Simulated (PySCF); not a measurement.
## fluoride and carbon dioxide

A gas-phase complex of fluoride and carbon dioxide; charge -1, singlet. The structure comes from a short search (a few tight-binding starts) and was relaxed by PBE0-D3(BJ)/def2-SVPD; another way of binding may lie lower. No frequency run checks that it is a minimum.

```tsv
part	name	SMILES	atoms	charge	multiplicity
1	fluoride	[F-]	1	-1	1
2	carbon dioxide	O=C=O	2–4	0	1
```

```xyz
4

F    -2.452   -0.819   -0.582
O    -1.467    1.155   -0.900
C    -1.315   -0.042   -1.087
O    -0.462   -0.759   -1.585
```
Atom numbers follow the order of the file, from 1.

Contacts between parts, classed by geometry: F1···C3 1.467 Å (partial bond).

Interaction energies are complex less parts, with the parts frozen as they stand in it; counterpoise-corrected, in kcal/mol (PySCF). The CCSD(T) estimate is Hartree-Fock/aug-cc-pVTZ, plus the MP2 correlation part extrapolated as X⁻³ from aug-cc-pVDZ and aug-cc-pVTZ, plus CCSD(T) less MP2 in aug-cc-pVDZ; noble-gas cores are frozen. It isn't the exact limit.

Q: Give the interaction energy at each level run.

A: 
```csv
level,interaction,superposition error removed
Hartree-Fock/aug-cc-pVTZ,-85.08,-
MP2/aug-cc-pVTZ,-62.62,-2.10
"CCSD(T), estimated basis limit",-67.41,-
```

Q: What holds them together? Decompose the MP2/aug-cc-pVTZ energy: frozen parts, their antisymmetrised product, then relaxation.

A: electrostatic -166.6, Pauli repulsion +245.4, orbital relaxation -164.1, correlation +20.6 kcal/mol, which sum to the value before the counterpoise correction, the first three by Hartree-Fock. Of the attraction, 50 % is electrostatic, 50 % is orbital relaxation.
